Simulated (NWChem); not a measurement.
All runs are NWChem calculations. System: C2F4, charge 1, spin multiplicity 2, at the geometry of a parent with another charge or spin, in a state set for the comparison that need not be this species' ground state. Its SCF solution wasn't tested for a lower state. Level: UMP2/def2-TZVP, 6 core orbitals frozen.

Output (cleaned and shortened):

```
             Northwest Computational Chemistry Package (NWChem) 7.3.0
             --------------------------------------------------------

                                NWChem Input Module
                                -------------------

 Scaling coordinates for geometry "geometry" by  1.889725989
 (inverse scale =  0.529177249)

 Turning off AUTOSYM since
 SYMMETRY directive was detected!

                             Geometry "geometry" -> ""
                             -------------------------

 Output coordinates in angstroms (scale by  1.889725989 to convert to a.u.)

  No.       Tag          Charge          X              Y              Z
 ---- ---------------- ---------- -------------- -------------- --------------
    1 F                    9.0000     1.09549600     0.00000000     1.38069500
    2 C                    6.0000     0.00000000     0.00000000     0.66467700
    3 F                    9.0000    -1.09549600     0.00000000     1.38069500
    4 C                    6.0000     0.00000000     0.00000000    -0.66467700
    5 F                    9.0000    -1.09549600     0.00000000    -1.38069500
    6 F                    9.0000     1.09549600     0.00000000    -1.38069500

 Effective nuclear repulsion energy (a.u.)     245.4220696291

            Nuclear Dipole moment (a.u.)
            ----------------------------
        X                 Y               Z
 ---------------- ---------------- ----------------
     0.0000000000     0.0000000000     0.0000000000

      Symmetry information
      --------------------

 Group name             D2h
 Group number             26
 Group order               8
 No. of unique centers     2

      Symmetry unique atoms

     1    2


 Summary of "ao basis" -> "" (spherical)
 ------------------------------------------------------------------------------
       Tag                 Description            Shells   Functions and Types
 ---------------- ------------------------------  ------  ---------------------
 *                         def2-tzvp                  on all atoms

 Summary of "ao basis" -> "ao basis" (spherical)
 ------------------------------------------------------------------------------
       Tag                 Description            Shells   Functions and Types
 ---------------- ------------------------------  ------  ---------------------
 F                         def2-tzvp                11       31   5s3p2d1f
 C                         def2-tzvp                11       31   5s3p2d1f

                                 NWChem SCF Module
                                 -----------------

  ao basis        = "ao basis"
  functions       =   186
  atoms           =     6
  alpha electrons =    24
  beta  electrons =    23
  charge          =   1.00
  wavefunction    = UHF
  use symmetry    = T
  symmetry adapt  = T

 Summary of "ao basis" -> "ao basis" (spherical)
 ------------------------------------------------------------------------------
       Tag                 Description            Shells   Functions and Types
 ---------------- ------------------------------  ------  ---------------------
 F                         def2-tzvp                11       31   5s3p2d1f
 C                         def2-tzvp                11       31   5s3p2d1f

      Symmetry analysis of basis
      --------------------------

        ag         35
        au         13
        b1g        13
        b1u        35
        b2g        28
        b2u        17
        b3g        17
        b3u        28

 Forming initial guess at       0.1s

   Symmetry analysis of molecular orbitals - initial alpha
   -------------------------------------------------------

  Numbering of irreducible representations:

     1 ag          2 au          3 b1g         4 b1u         5 b2g
     6 b2u         7 b3g         8 b3u

  Orbital symmetries:

     1 b2g         2 b1u         3 b3u         4 ag          5 ag
     6 b1u         7 ag          8 b1u         9 b3u        10 b2g
    11 ag         12 b1u        13 ag         14 b3u        15 b2u
    16 b2g        17 b3g        18 b1u        19 b1g        20 au
    21 ag         22 b3u        23 b2g        24 b2u        25 b3g
    26 b3u        27 ag         28 b1u        29 b2u        30 ag
[...]
    6 F    9     4.51   0.39  0.60  0.30  0.51  0.16  1.09  1.11  0.34  0.00  0.01  0.00

   Mulliken analysis of the spin density
   -------------------------------------

    Atom       Charge   Shell Charges
 -----------   ------   -------------------------------------------------------
    1 F    9     0.04   0.00 -0.00  0.00  0.00 -0.00  0.03  0.02 -0.02  0.00  0.00 -0.00
    2 C    6     0.43  -0.00 -0.00  0.01  0.02 -0.00  0.17  0.18  0.02  0.00  0.02 -0.00
    3 F    9     0.04   0.00 -0.00  0.00  0.00 -0.00  0.03  0.02 -0.02  0.00  0.00 -0.00
    4 C    6     0.43  -0.00 -0.00  0.01  0.02 -0.00  0.17  0.18  0.02  0.00  0.02 -0.00
    5 F    9     0.04   0.00 -0.00  0.00  0.00 -0.00  0.03  0.02 -0.02  0.00  0.00 -0.00
    6 F    9     0.04   0.00 -0.00  0.00  0.00 -0.00  0.03  0.02 -0.02  0.00  0.00 -0.00

       Multipole analysis of the density wrt the origin
       ------------------------------------------------

     L   x y z        total         alpha         beta         nuclear
     -   - - -        -----         -----         ----         -------
     0   0 0 0      1.000000    -24.000000    -23.000000     48.000000

     1   1 0 0     -0.000000      0.000000     -0.000000      0.000000
     1   0 1 0     -0.000000      0.000000     -0.000000      0.000000
     1   0 0 1     -0.000000     -0.000000      0.000000      0.000000

     2   2 0 0    -20.211491    -87.858995    -86.636807    154.284311
     2   1 1 0     -0.000000     -0.000000     -0.000000      0.000000
     2   1 0 1     -0.000000     -0.000000     -0.000000      0.000000
     2   0 2 0    -19.174629    -10.305839     -8.868790      0.000000
     2   0 1 1     -0.000000      0.000000     -0.000000      0.000000
     2   0 0 2    -18.085652   -142.188660   -139.902273    264.005281

                   NWChem MP2 Semi-direct Energy/Gradient Module
                   ---------------------------------------------

  Basis functions       =    186
  Molecular orbitals    =    186
  Frozen core           =      6
  Frozen virtuals       =      0
  Active alpha occupied =     18
  Active beta occupied  =     17
  Active alpha virtual  =    162
  Active beta virtual   =    163
  Use MO symmetry       = T
  Use skeleton AO sym   = T

  AO/Fock/Back tols     =   1.0D-09  1.0D-09  1.0D-09

 GA uses MA = F    GA memory limited = T

 Available:
  local mem=  1.26D+08
 global mem=  1.44D+08
 local disk=  0.00D+00
  mp2_memr nvloc                   162
  nvloc new                   162
   1 passes of  18:        5242880                     216317                 157995528.
   1 passes of  18: M    126095483           G      144110008           F     120852603.
  mp2_memr nvloc                   162
  nvloc new                   162
   2 passes of   9:        5242880                     143446                  79027332.
   2 passes of   9: M    126095483           G      144110008           F     120852603.

 Semi-direct pass number   1 of   2  for UHF alpha       at        6.9s
  vrange nnbf                 15930
  mp2_eaftype                   301  avail_ma_in_mb                  1099
 EAF : mp2_eaftype filesize         301   39513666.
  mp2_eaf for mointskh                    301
Node 0 wrote    185.8 Mb in      0.1 s     Agg I/O rate:  3236.0 Mb/s
 Done moints_semi at       25.1s
  mp2_eaftype                   301  avail_ma_in_mb                   797
 EAF : mp2_eaftype filesize         301   39513666.
  mp2_eaf for kh                   301
 Done maket at       25.6s
 Semi-direct pass number   2 of   2  for UHF alpha       at       25.6s
  vrange nnbf                 15930
  mp2_eaftype                   301  avail_ma_in_mb                   798
 EAF : mp2_eaftype filesize         301   39513666.
  mp2_eaf for mointskh                    301
Node 0 wrote    185.8 Mb in      0.1 s     Agg I/O rate:  3562.8 Mb/s
 Done moints_semi at       38.9s
  mp2_eaftype                   301  avail_ma_in_mb                   797
 EAF : mp2_eaftype filesize         301   39513666.
  mp2_eaf for kh                   301
 Done maket at       39.5s
 Done multipass loop at       39.5s

 GA uses MA = F    GA memory limited = T

 Available:
  local mem=  1.26D+08
 global mem=  1.44D+08
 local disk=  0.00D+00
  mp2_memr nvloc                   163
  nvloc new                   163
   1 passes of  17:        5242880                     209070                 150142038.
   1 passes of  17: M    126095483           G      144110008           F     120852603.
  mp2_memr nvloc                   163
  nvloc new                   163
   2 passes of   9:        5242880                     143896                  79514790.
   2 passes of   9: M    126095483           G      144110008           F     120852603.

 Semi-direct pass number   1 of   2  for UHF beta        at       39.6s
  vrange nnbf                 15930
  mp2_eaftype                   303  avail_ma_in_mb                  1099
 EAF : mp2_eaftype filesize         303   39757395.
  mp2_eaf for mointskh                    303
Node 0 wrote    187.0 Mb in      0.1 s     Agg I/O rate:  3159.7 Mb/s
 Done moints_semi at       54.5s
  mp2_eaftype                   303  avail_ma_in_mb                   795
 EAF : mp2_eaftype filesize         303   39757395.
  mp2_eaf for kh                   303
 Done maket at       55.1s
 Semi-direct pass number   2 of   2  for UHF beta        at       55.1s
  vrange nnbf                 15930
  mp2_eaftype                   303  avail_ma_in_mb                   796
 EAF : mp2_eaftype filesize         303   39757395.
  mp2_eaf for mointskh                    303
Node 0 wrote    166.2 Mb in      0.1 s     Agg I/O rate:  2655.6 Mb/s
 Done moints_semi at       73.6s
  mp2_eaftype                   303  avail_ma_in_mb                   795
 EAF : mp2_eaftype filesize         303   39757395.
  mp2_eaf for kh                   303
 Done maket at       74.2s
 Done multipass loop at       74.2s

          -------------------------------------------
          SCF energy                -473.277037514974
          Correlation energy          -1.259404258282
          Singlet pairs                0.000000000000
          Triplet pairs                0.000000000000
          Total MP2 energy          -474.536441773257
          -------------------------------------------

          ---------------------------------------------------
                    Spin Component Scaled (SCS) MP2
          Same spin pairs                     -0.336929633244
          Same spin scaling factor             0.333333333333
          Opposite spin pairs                 -0.922474625038
          Opposite spin scaling fact.          1.200000000000
          SCS-MP2 correlation energy          -1.219279427794
          Total SCS-MP2 energy              -474.496316942768
          ---------------------------------------------------

 -----------------------
 Performance information
 -----------------------

 Timer overhead =  1.72D-07 seconds/call

               Nr. of calls         CPU time (s)                 Wall time (s)                GFlops
             ---------------    -------------------     ------------------------------   -------------------
Name         Min   Avg   Max    Min     Avg     Max     Min     Avg     Max   Mx/calls   Min     Max     Sum
mp2: moin     4     4     4    65.     65.     65.      65.     65.     65.     16.      0.0     0.0     0.0
mp2: make     4     4     4    2.3     2.3     2.3      2.3     2.3     2.3    0.56      0.0     0.0     0.0
mp2: tota     1     1     1    68.     68.     68.      68.     68.     68.     68.      0.0     0.0     0.0

 The average no. of pstat calls per process was 9.00D+00
 with a timing overhead of 1.55D-06s

 Task  times  cpu:       74.1s     wall:       74.1s

 Total times  cpu:       74.2s     wall:       74.2s
```

Question: Write an NWChem input that would produce this output.

Answer: Several could match; the one computed here: 
```
start mol
memory heap 200 mb stack 900 mb global 1100 mb
charge 1
geometry units angstroms nocenter noautoz
  F      1.095496     0.000000     1.380695
  C      0.000000     0.000000     0.664677
  F     -1.095496     0.000000     1.380695
  C      0.000000     0.000000    -0.664677
  F     -1.095496     0.000000    -1.380695
  F      1.095496     0.000000    -1.380695
  symmetry group D2h
end
basis spherical
  * library def2-tzvp
end
scf
  uhf
  nopen 1
  maxiter 100
  thresh 1e-7
  semidirect memsize 60000000 filesize 0
  # guess.movecs holds the orbitals of an unrestricted PBE0 run
  vectors input guess.movecs output mol.movecs
end
mp2
  freeze core 6
end
task mp2 energy
```
